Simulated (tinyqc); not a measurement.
Inside a calculation. Method: extended Hueckel theory, for SiH4. One step of it, computed by the program tinyqc.

Question. Wolfsberg-Helmholz matrix. H_ij = K' S_ij (H_ii + H_jj)/2 for i != j (the diagonal keeps H_ii), with K' = K + D^2 + D^4 (1 - K), D = (H_ii - H_jj)/(H_ii + H_jj), K = 2.

overlap S, lower triangle:
```
,1Si 3s,1Si 3px,1Si 3py,1Si 3pz,2H 1s,3H 1s,4H 1s,5H 1s
1Si 3s,1.000000
1Si 3px,0.000000,1.000000
1Si 3py,0.000000,0.000000,1.000000
1Si 3pz,0.000000,0.000000,0.000000,1.000000
2H 1s,0.418987,0.303352,0.303352,0.303352,1.000000
3H 1s,0.418987,0.303352,-0.303352,-0.303352,0.051762,1.000000
4H 1s,0.418987,-0.303352,0.303352,-0.303352,0.051762,0.051762,1.000000
5H 1s,0.418987,-0.303352,-0.303352,0.303352,0.051762,0.051762,0.051762,1.000000
```

diagonal H_ii (eV): 1Si 3s -17.300000, 1Si 3px -9.200000, 1Si 3py -9.200000, 1Si 3pz -9.200000, 2H 1s -13.600000, 3H 1s -13.600000, 4H 1s -13.600000, 5H 1s -13.600000

K = 2.000000

Give: H.

Answer.

H (eV), lower triangle:
```
,1Si 3s,1Si 3px,1Si 3py,1Si 3pz,2H 1s,3H 1s,4H 1s,5H 1s
1Si 3s,-17.3000
1Si 3px,0.0000,-9.2000
1Si 3py,0.0000,0.0000,-9.2000
1Si 3pz,0.0000,0.0000,0.0000,-9.2000
2H 1s,-13.0382,-7.0404,-7.0404,-7.0404,-13.6000
3H 1s,-13.0382,-7.0404,7.0404,7.0404,-1.4079,-13.6000
4H 1s,-13.0382,7.0404,-7.0404,7.0404,-1.4079,-1.4079,-13.6000
5H 1s,-13.0382,7.0404,7.0404,-7.0404,-1.4079,-1.4079,-1.4079,-13.6000
```
